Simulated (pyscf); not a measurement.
Substitution at O: H₃Ge–O–GeH₃ + H• → HO–GeH₃ + GeH₃•

Gas phase, doublet surface, charge 0. Bonds broken: O2–Ge3. Bonds formed: O2–H10. Structures and frequencies: ωB97X-D3(BJ)/def2-SVP in PySCF.

Transition state (Å):

```xyz
10

Ge    -2.5455     0.9236    -0.2108
O     -1.2327    -0.0202     0.7197
Ge     0.3821    -0.3999    -0.1336
H     -2.9642     0.1428    -1.4632
H     -3.6786     0.9849     0.8159
H     -2.0312     2.3248    -0.5648
H      1.1463    -1.1533     0.9574
H      0.1309    -1.2879    -1.3590
H      1.0918     0.9048    -0.5177
H     -1.4362    -0.4012     1.9147
```

One imaginary mode, 1781i cm⁻¹; descent along it reached the two sides named.

```tsv
bond	change	reactant side (Å)	saddle	product side
O2–Ge3	breaks	1.775	1.866	2.9
O2–H10	forms	3.2	1.271	0.964
```

Electronic energies relative to the separated reactants (kJ/mol):

| level | barrier | reaction energy | reverse barrier |
|---|---|---|---|
| ωB97X-D3(BJ)/def2-TZVP | 59.1 | -50.7 | 109.7 |
| PBE/def2-TZVP | 8.4 | -75.4 | 83.9 |
| r²SCAN/def2-TZVP | 19.6 | -72.8 | 92.4 |
| B3LYP-D3(BJ)/def2-TZVP | 21.5 | -75.0 | 96.5 |
| PBE0-D3(BJ)/def2-TZVP | 31.0 | -68.1 | 99.1 |
| M06-2X/def2-TZVP | 46.0 | -62.4 | 108.4 |
| ωB97M-D3(BJ)/def2-TZVP | 45.6 | -73.8 | 119.4 |
| HF/def2-TZVP | 134.5 | -51.6 | 186.2 |

With ωB97M-D3(BJ)/def2-TZVP energies and thermal terms (ideal gas, 1 atm, RRHO with modes under 100 cm⁻¹ raised to 100, one conformer, R ln 2 for chiral ones without a mode under 150 cm⁻¹), in kJ/mol:

| T (K) | ΔH‡ | ΔG‡ | ΔH | ΔG |
|---|---|---|---|---|
| 298 | 42.4 | 69.6 | -60.6 | -76.0 |
| 600 | 42.0 | 97.3 | -65.3 | -89.9 |
| 900 | 41.2 | 125.1 | -70.8 | -101.0 |
| 1200 | 40.2 | 153.2 | -76.3 | -110.2 |

The same reactants have a lower exit, to •H₂Ge–O–GeH₃ + H₂ (barrier +12.1 kJ/mol at ωB97M-D3(BJ)/def2-TZVP, against +45.6 kJ/mol here). One saddle was located; it need not be the lowest between these sides. The angle at the attacked O is 121°. Elements up to Kr have no core potential and no relativistic terms here.
